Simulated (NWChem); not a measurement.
System: P, quartet

All runs: NWChem. Pople sets run with spherical d functions. Spin-unrestricted. No stability test was run on the SCF state. Total energies compare along this basis series because the functional is fixed.

```json
[
 {"level": "UHF/STO-3G", "basis functions": "9", "energy (Ha)": "-336.8688", "highest occupied level (eV)": "[?]", "lowest empty minus highest occupied level, either spin (eV)": "[?]", "<S²>": "3.75"},
 {"level": "UHF/3-21G", "basis functions": "13", "energy (Ha)": "-339.0001", "highest occupied level (eV)": "-10.62", "lowest empty minus highest occupied level, either spin (eV)": "12.37", "<S²>": "3.75"},
 {"level": "UHF/6-31G*", "basis functions": "18", "energy (Ha)": "-340.6890", "highest occupied level (eV)": "-10.64", "lowest empty minus highest occupied level, either spin (eV)": "12.20", "<S²>": "3.75"},
 {"level": "UHF/6-31+G*", "basis functions": "22", "energy (Ha)": "-340.6894", "highest occupied level (eV)": "-10.67", "lowest empty minus highest occupied level, either spin (eV)": "11.52", "<S²>": "3.75"},
 {"level": "UHF/6-311G**", "basis functions": "26", "energy (Ha)": "-340.7073", "highest occupied level (eV)": "-10.69", "lowest empty minus highest occupied level, either spin (eV)": "11.77", "<S²>": "3.75"},
 {"level": "UHF/6-311++G**", "basis functions": "30", "energy (Ha)": "-340.7092", "highest occupied level (eV)": "-10.67", "lowest empty minus highest occupied level, either spin (eV)": "11.52", "<S²>": "3.75"}
]
```

Question: Fill in the missing entries.

Answer: 
- UHF/STO-3G, highest occupied level (eV): -6.65
- UHF/STO-3G, lowest empty minus highest occupied level, either spin (eV): 15.76
